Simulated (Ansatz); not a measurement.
BH2(OH) (BOH3). Charge 0, multiplicity 1. Geometry r2SCAN-D4/def2-TZVP, basis def2-TZVP, Ansatz.

Cartesian coordinates in Å:
```
B 0.0983 -0.2377 0.3362
H 0.1831 -0.1563 1.5257
H 0.3327 -1.2510 -0.2649
O -0.2805 0.8815 -0.3210
H -0.3337 0.7635 -1.2761
```

| run | HOMO (eV) | LUMO (eV) |
| --- | --- | --- |
| A | -10.39 | 0.61 |
| B | -12.64 | 2.73 |
| C | -7.36 | -1.34 |
| D | -11.41 | 1.75 |
| E | -7.71 | -1.00 |
| F | -8.70 | -0.70 |

B3LYP takes the VWN-RPA correlation.

Q: The runs used B3LYP, CAM-B3LYP, HF, r2SCAN, revPBE, ωB97X-V. Estimate which is which.

A: A CAM-B3LYP (range-separated); B HF (100 % exact exchange); C revPBE (0 % exact exchange); D ωB97X-V (range-separated); E r2SCAN (0 % exact exchange); F B3LYP (20 % exact exchange). Exact exchange lowers occupied and raises empty levels; among semilocal functionals meta-GGAs tend to open the gap a little, and such runs are hard to tell apart. The gap grows from 6.02 eV (revPBE) to 15.37 eV (HF).
